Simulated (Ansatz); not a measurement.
# One shape, several levels: NH (imidogen)

Aim: a comparison of 6 runs (UHF/STO-3G, UHF/def2-SVP, UB3LYP/6-31G*, UBLYP/cc-pVDZ, UCCSD(T)/STO-3G, ROCCSD(T)/cc-pVTZ) of NH (imidogen). 

The calculation is run with Ansatz 0.2.0.

10 further runs of the same task are left out: 2 that didn't finish, 8 set aside as unsound or not needed.

### Step 1. The molecule

NH has 2 atoms, charge 0, and is taken as a triplet. SMILES: `[NH]`. Geometry: the measured bond length.

Bond lengths: N1–H2 1.036 Å.

### Step 2. Energy and forces at UHF/STO-3G (run 1)

Input file in.yaml:

```yaml
crystal:
  periodic: [false, false, false]
  atoms:
    - symbol: "N"
      position_ang: [0.000000, 0.000000, 0.000000]
    - symbol: H
      position_ang: [0.000000, 0.000000, 1.036210]
basis:
  gaussian: {orbitals: STO-3G}
magnetization: {spin_polarized: true, initial_magnetization: 2}
hamiltonian: {xc: hf}
accuracy: high
output: {forces: true, orbitals: {seedname: orbitals}}
```

On the command line:

```bash
$ ansatz run in.yaml --threads 1 --pin off --max-ram 2610MiB --events-out events.jsonl --progress --plain --runs-dir runs
```

The program printed:

```text
Warning: RAYON_NUM_THREADS=1 ignored (pool sized by the plan → 1); use --threads N
Functional definition: HF
  name "HF"
  exchange = exact_x
  correlation = 0
77 factors; integrals over basis functions are off by at most 1.1e-8 eV
mean field evaluation 1: about -1476.4278 eV, gradient 3.7e0 eV
mean field evaluation 2: about -1476.4347 eV, gradient 3.7e0 eV
mean field evaluation 4: about -1476.5401 eV, gradient 3.2e-1 eV
mean field evaluation 8: about -1476.5414 eV, gradient 2.1e-7 eV
mean field -1476.54142574 eV, -54.2618965604 hartree, gradient 2.4e-8 eV, S^2 2.011802; 0 other end points of the search recorded, 0 dependent functions left out
the calculation of the forces begins
reference -1476.54142574 eV, -54.2618965604 hartree; 5, 3 occupied and 1, 3 virtual orbitals, 77 factors
Total energy: -1476.54142574 eV, -54.2618965604 hartree
Atom 0 at     0.000000     0.000000     0.000000 Å, force    -0.000000    -0.000000    -2.341233 eV/Å
Atom 1 at     0.000000     0.000000     1.036210 Å, force     0.000000     0.000000     2.341233 eV/Å
Dipole moment:    -0.000000     0.000000     0.274369 e Å
```

Run time: 0.04 s. Hardware: 1 thread of Arm Neoverse V2, shared host.

### Step 3. Energy and gradient at UHF/def2-SVP (run 2)

Input file run.yaml:

```yaml
basis:
  gaussian:
    orbitals: def2-SVP
crystal:
  periodic: [false, false, false]
  atoms:
    - {symbol: N, position_ang: [0.000000, 0.000000, 0.000000]}
    - {symbol: H, position_ang: [0.000000, 0.000000, 1.036210]}
magnetization:
  spin_polarized: true
  initial_magnetization: 2
hamiltonian:
  xc: hf
accuracy: high
output:
  forces: true
  orbitals: {seedname: orbitals}
```

On the command line:

```bash
$ ansatz run run.yaml --threads 1 --pin off --max-ram 2610MiB --events-out events.jsonl --progress --plain --runs-dir runs
```

The program printed:

```text
Warning: RAYON_NUM_THREADS=1 ignored (pool sized by the plan → 1); use --threads N
[... 4 set-up lines as earlier in the session ...]
341 factors; integrals over basis functions are off by at most 3.0e-9 eV
mean field evaluation 1: about -1493.9582 eV, gradient 7.8e0 eV
mean field evaluation 2: about -1493.9585 eV, gradient 7.8e0 eV
mean field evaluation 4: about -1494.2983 eV, gradient 5.7e-1 eV
mean field evaluation 8: about -1494.3014 eV, gradient 1.5e-7 eV
mean field -1494.30138500 eV, -54.9145630247 hartree, gradient 4.6e-8 eV, S^2 2.014550; 0 other end points of the search recorded, 0 dependent functions left out
the calculation of the forces begins
reference -1494.30138500 eV, -54.9145630247 hartree; 5, 3 occupied and 14, 16 virtual orbitals, 341 factors
Total energy: -1494.30138500 eV, -54.9145630247 hartree
Atom 0 at     0.000000     0.000000     0.000000 Å, force     0.000000     0.000000     0.359766 eV/Å
Atom 1 at     0.000000     0.000000     1.036210 Å, force    -0.000000    -0.000000    -0.359766 eV/Å
Dipole moment:    -0.000000     0.000000     0.359913 e Å
```

Run time: 0.08 s. Hardware: 1 thread of Arm Neoverse V2, shared host.

Runs 3 to 5 aren't shown in full; the table further down has their settings and results.

### Step 4. Energy and forces at ROCCSD(T)/cc-pVTZ (sfX2C) (run 6)

Input file job.yaml:

```yaml
crystal:
  periodic: [false, false, false]
  atoms:
    - symbol: N
      position_ang: [0.000000, 0.000000, 0.000000]
    - symbol: H
      position_ang: [0.000000, 0.000000, 1.036210]
basis:
  gaussian:
    orbitals: cc-pVTZ
scf:
  lower_state_search: light
output: {forces: true, orbitals: {seedname: orbitals}}
hamiltonian:
  pseudopotentials: {relativity: scalar}
correlation:
  method: ccsd_t
magnetization:
  spin_polarized: false
  initial_magnetization: 2
```

On the command line:

```bash
$ ansatz run job.yaml --threads 1 --pin off --max-ram 2610MiB --events-out events.jsonl --progress --plain --runs-dir runs
```

The program printed:

```text
Warning: RAYON_NUM_THREADS=1 ignored (pool sized by the plan → 1); use --threads N
[... 4 set-up lines as earlier in the session ...]
257 factors; integrals over basis functions are off by at most 1.0e-3 eV
mean field evaluation 1: about -1496.3122 eV, gradient 9.0e0 eV
mean field evaluation 2: about -1496.3125 eV, gradient 9.0e0 eV
mean field evaluation 4: about -1496.6594 eV, gradient 6.4e-1 eV
mean field evaluation 8: about -1496.6615 eV, gradient 4.7e-4 eV
mean field evaluation 16: about -1496.6615 eV, gradient 2.4e-2 eV
mean field -1496.66153515 eV, -55.0012969432 hartree, gradient 2.7e-6 eV, S^2 2.000000; 0 other end points of the search recorded, 0 dependent functions left out
1 core orbitals not correlated: weight in the atoms' cores, before any rotation towards them, 1.000 or more for the frozen orbitals, at most 0.000 for the correlated occupied ones
reference -1496.66153515 eV, -55.0012969432 hartree; 4, 2 occupied and 39, 41 virtual orbitals, 257 factors
second order -3.81791230 eV of doubles, -0.12602613 eV of singles
cycle   1  -4.32092562 eV  change   -3.7e-1 eV  update   3.4e-2
cycle   2  -4.43453598 eV  change   -1.1e-1 eV  update   1.2e-2
cycle   3  -4.44060926 eV  change   -6.1e-3 eV  update   3.4e-3
cycle   4  -4.44108261 eV  change   -4.7e-4 eV  update   1.4e-3
cycle   5  -4.44126454 eV  change   -1.8e-4 eV  update   5.5e-4
cycle   6  -4.44136924 eV  change   -1.0e-4 eV  update   2.0e-4
cycle   7  -4.44141977 eV  change   -5.1e-5 eV  update   9.5e-5
cycle   8  -4.44140762 eV  change    1.2e-5 eV  update   2.9e-5
cycle   9  -4.44141028 eV  change   -2.7e-6 eV  update   5.8e-6
cycle  10  -4.44141068 eV  change   -4.1e-7 eV  update   1.4e-6
perturbative correction -0.10623731 eV, -0.0039041491 hartree
the calculation of the forces begins
Total energy: -1501.20918314 eV, -55.1684199244 hartree
Relativity: scalar
Atom 0 at     0.000000     0.000000     0.000000 Å, force    -0.000000     0.000000    -0.109851 eV/Å
Atom 1 at     0.000000     0.000000     1.036210 Å, force     0.000000    -0.000000     0.109851 eV/Å
Dipole moment:     0.000000    -0.000000     0.321462 e Å
```

It took 1.1 s on 1 thread of Arm Neoverse V2, shared host.

### Step 5. The series

```
run                                level  frozen core orbitals  accuracy  energy (Eh)  dipole moment (D)  HOMO energy (eV)  LUMO energy (eV)  wall time
  1                           UHF/STO-3G                     –      high   -54.261897               1.32            -11.26              9.30     0.04 s
  2                         UHF/def2-SVP                     –      high   -54.914563               1.73            -13.55              4.27     0.08 s
  3  UB3LYP/6-31G* (spherical functions)                     –      high   -55.217390               1.60             -8.96             -2.57     0.46 s
  4                        UBLYP/cc-pVDZ                     –      high   -55.203380               1.45             -7.08             -3.66     0.46 s
  5                      UCCSD(T)/STO-3G                     1      high   -54.284615               1.24            -11.26              9.30     0.12 s
  6            ROCCSD(T)/cc-pVTZ (sfX2C)                     1    medium   -55.168420               1.54                 –                 –      1.1 s
```

### Step 6. Outcome

| quantity | value |
| --- | --- |
| run 6: total energy | -55.16842 Eh |
| run 6: dipole moment (correlated density) | 1.54 D |
| run 6: correlation energy (1 core orbital frozen) | -167.1 mEh |
| run 6: (T) correction | -3.90 mEh |
| run 6: ⟨S²⟩ of the reference determinant | 2.000 |
| run 6: T1 diagnostic | 0.018 |
| run 6: largest force on an atom | 0.110 eV/Å |

The dipole moment (its size) runs from 1.24 D (UCCSD(T)/STO-3G) to 1.73 D (UHF/def2-SVP). The two ends differ in method and basis. Totals of different functionals can't be ranked against each other. In runs 1, 5 the basis is minimal, so the values are rough. All runs together took 2.3 s, the longest 1.1 s.
